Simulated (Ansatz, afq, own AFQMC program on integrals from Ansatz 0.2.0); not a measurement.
## TaCl, septet → TaCl⁺, octet

```xyz
2

Ta    0.0000    0.0000    0.0000
Cl    0.0000    0.0000    2.8752
```

E(octet, charge +1) − E(septet, charge +0) at this geometry, on UHF and UHF determinants.

Basis def2-SVP with its core potentials. Only valence electrons are correlated. AFQMC by an in-house program on the Cholesky factors that Ansatz 0.2.0 writes for its CCSD(T) run. The CISD trial takes its coefficients from CCSD amplitudes. Released means that phaseless walkers are propagated on without the constraint, phases kept. Free AFQMC starts from the CCSD state and is never constrained. Its projection time is finite, and what remains of the start isn't in its error. Error bars are statistical, one sigma. No spin–orbit coupling. The metal's outer-core s and p shells are frozen, which shifts wave-function levels against functionals. The errors of all members are added in quadrature.

No full CI on the walks' own integrals is used here; CCSDT(Q) serves as the reference and is uncertain by about the last step of the cluster series. Each member takes its own surest rung, up to full CI.

Errors are counted within def2-SVP, not against nature.

Cautions: no spin-orbit coupling; outer-core shells of the metal frozen; TaCl (septet): another spin lies lower, the ph-AFQMC/CISD walk drifts between its halves (2.1 errors), its ph-AFQMC/CISD value lies 28 ± 7 meV above CCSDT(Q); TaCl⁺ (octet): another spin lies lower, its ph-AFQMC/CISD value lies 22 ± 6 meV above CCSDT(Q); this isn't the first ionization; core correlation is missing, and it shifts such a gap most where an s electron is promoted.

```
level  vertical ionization energy (kJ/mol)
 CCSD                               1243.6
  MP2                               1248.6
```

Task: From these cheaper values, estimate the vertical ionization energy at the reference level in def2-SVP.

Result: 1244.6 kJ/mol (CCSDT(Q) in def2-SVP).

```
         level  vertical ionization energy (kJ/mol)  error against CCSDT(Q) (kJ/mol)
            HF                               1189.7                            -55.0
       CCSD(T)                               1244.4                             -0.2
         CCSDT                               1244.5                             -0.1
   ph-AFQMC/HF                         1248.3 ± 5.0                        3.7 ± 5.0
 ph-AFQMC/CISD                         1244.0 ± 0.9                       -0.6 ± 0.9
released AFQMC                         1243.5 ± 1.6                       -1.2 ± 1.6
    free AFQMC                         1244.7 ± 1.0                        0.0 ± 1.0
```

Correlation beyond CCSD(T) adds 0.2 kJ/mol. The perturbative (T) step is worth +0.8 kJ/mol.

Free projections are given only where their last times agree within the noise and don't stop above the reference; a slow remainder of the start can still hide under it. A walk keeps the symmetry of its determinant, which the program's search chose and which needn't be the lowest solution, so a lower state of the same spin and another symmetry isn't excluded. Released energies are given only where the last usable release times agree within the noise; a slower fall can still hide under it.
